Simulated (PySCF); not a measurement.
Cost against size for one kind of job: PBE0-D3(BJ)/def2-SVP geometry optimisation, gas phase (PySCF 2.14.0); work: geometry optimisation from a GFN2-xTB start. Hardware: one thread, Arm Neoverse V2 (aarch64) (shared host). Times come from a shared host and carry two figures at best.

| species (SMILES) | atoms | electrons | basis functions | SCF cycles | gradient evaluations | wall time |
| --- | --- | --- | --- | --- | --- | --- |
| C#P | 3 | 22 | 37 | 38 | 6 | ? |
| [H][V]([H])([H])[H] (doublet state) | 5 | 27 | 51 | 44 | 5 | 5.1 s |
| F[B-](F)(F)F | 5 | 42 | 70 | 17 | 3 | 3.6 s |
| [H][Ge]([H])([H])[C]#C | 7 | 48 | 80 | 24 | 4 | 6.3 s |
| CC(C)(C)[SiH2][AsH2] | 19 | 84 | 171 | 55 | 9 | ? |

Task: Estimate the withheld figures.

Result: `C#P`: 1.7 s; `CC(C)(C)[SiH2][AsH2]`: 2.3 min.

Task: With all rows, how does the wall time grow with the number of basis functions N?

Result: A straight line through log(time) against log(N) has slope 2.8 between N = 37 and 171, and the rows scatter about it by a factor of about 2.0 (standard error of the fit). This is a fit to these rows, whose iteration counts differ, not the method's formal scaling.

Task: Which species took longest, and how many times the shortest run?

Result: `CC(C)(C)[SiH2][AsH2]`, at 2.3 min: about 81 times the shortest (1.7 s).
